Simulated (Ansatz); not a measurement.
C3H4S, SMILES `CC#CS`. Total charge 0; spin multiplicity 1. Geometry: relaxed with PBE0-D4/def2-TZVP. It is one conformer, not always the lowest.

```xyz
8

C     1.087   -0.619   -0.808
C    -0.050   -0.046   -0.118
C    -0.991    0.436    0.462
S    -2.385    1.075    1.150
H     0.903   -0.647   -1.886
H     1.289   -1.640   -0.474
H     1.986   -0.021   -0.642
H    -1.838    1.463    2.317
```

(1) What is the dipole moment at r2SCAN/def2-TZVPP? (Best estimate.)

(2) And with PBE, B3LYP, ωB97M-V? (Estimate.)

(3) Give the Mulliken charges with r2SCAN, B3LYP, ωB97M-V in def2-TZVPP. (Best estimate.)

Results:

(1) Computed: 1.36 D, with components (1.33, -0.24, 0.10) D in this frame, pointing from negative to positive charge.

(2) The calculation gave: PBE 1.28 D, B3LYP 1.28 D, ωB97M-V 1.30 D.

(3) Computed: 
```json
{"atom": "C1", "r2SCAN": "-0.23", "B3LYP": "-0.28", "ωB97M-V": "-0.32"}
{"atom": "C2", "r2SCAN": "-0.13", "B3LYP": "-0.06", "ωB97M-V": "-0.04"}
{"atom": "C3", "r2SCAN": "0.09", "B3LYP": "-0.04", "ωB97M-V": "-0.10"}
{"atom": "S4", "r2SCAN": "-0.06", "B3LYP": "-0.07", "ωB97M-V": "-0.04"}
{"atom": "H5", "r2SCAN": "0.08", "B3LYP": "0.11", "ωB97M-V": "0.13"}
{"atom": "H6", "r2SCAN": "0.08", "B3LYP": "0.11", "ωB97M-V": "0.13"}
{"atom": "H7", "r2SCAN": "0.08", "B3LYP": "0.11", "ωB97M-V": "0.13"}
{"atom": "H8", "r2SCAN": "0.10", "B3LYP": "0.11", "ωB97M-V": "0.12"}
```

B3LYP here is the variant with VWN-RPA as its local correlation; programs differ in this.
